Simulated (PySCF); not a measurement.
# Fluorine: a sound run and one with changed settings

Sound run: F [He] 2s2 2p5, F⁺ [He] 2s2 2p4. Computed with PySCF 2.14 in cc-pVDZ, with the non-relativistic Hamiltonian (point nucleus). In the sound run the correlated levels freeze 1s2. The sound run starts from symmetry-adapted Hartree-Fock orbitals and uses a fine grid where one is needed.

A second run was set up differently.

| species | method | sound run (hartree) | changed run (hartree) | converged |
| --- | --- | --- | --- | --- |
| F | UHF | -99.37524 | -99.37524 | yes |
| F | M06-2X | -99.69555 | -99.69555 | yes |
| F | LDA | -99.06020 | -99.06020 | yes |
| F | MP2 | -99.51584 | -99.51112 | yes |
| F | CCSD(T) | -99.52757 | -99.52757 | yes |
| F⁺ | UHF | -98.80049 | -98.80049 | yes |
| F⁺ | M06-2X | -99.06012 | -99.06012 | yes |
| F⁺ | LDA | -98.41301 | -98.41301 | yes |
| F⁺ | MP2 | -98.89901 | -98.89596 | yes |
| F⁺ | CCSD(T) | -98.91361 | -98.91361 | yes |

Ionisation energy of F:

```csv
method,sound run (eV),changed run (eV)
UHF,15.640,15.640
M06-2X,17.291,17.291
LDA,17.611,17.611
MP2,16.785,16.740
SCS-MP2,16.744,16.700
CCSD,16.704,16.704
CCSD(T),16.707,16.707
```

Q: What was changed?
A. minimal basis
B. all electrons correlated in a valence basis
C. too few SCF iterations
D. level shift left on

A: D. It used initial guess 1e, at most 50 SCF cycles, level shift 0.1 hartree. A level shift leaves the converged SCF energy unchanged but raises the virtual orbital energies, which shrinks MP2 if it is not removed.
